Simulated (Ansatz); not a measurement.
# fcc Au

The numbers are results of HSE06 (PAW; Ansatz, a quantum-chemistry and plane-wave program), not measurements.

Settings: plane-wave cutoff 500 eV, 10×10×10 k mesh, Fermi–Dirac smearing 0.1 eV, scalar-relativistic PAW data made under PBE.

Cell (relaxed at this level):

```xyz
1
Lattice="0.0000 2.0659 2.0659 2.0659 0.0000 2.0659 2.0659 2.0659 0.0000" Properties=species:S:1:pos:R:3 pbc="T T T"
Au     0.0000     0.0000     0.0000
```

```yaml
equilibrium_volume_per_atom: 17.63 Å³/atom
lattice_parameter_a: 4.132 Å
```

Measured, for comparison: equilibrium volume per atom 16.76 Å³/atom, lattice constant a 4.062 Å (static lattice: zero-point anharmonic expansion removed; as tabulated in Mejia-Rodriguez and Trickey (2018), arXiv:1807.09216). Computed (rounded) less measured: equilibrium volume per atom +5.2 %, lattice constant a +1.7 %.

Note: exact exchange on metals is sensitive to the k mesh and can open a false gap; the run warned that the count of filled bands differs between k points.

Spin–orbit coupling is not included; it can shift volumes and moduli of such heavy elements.

Static lattice: no zero-point or thermal effects.
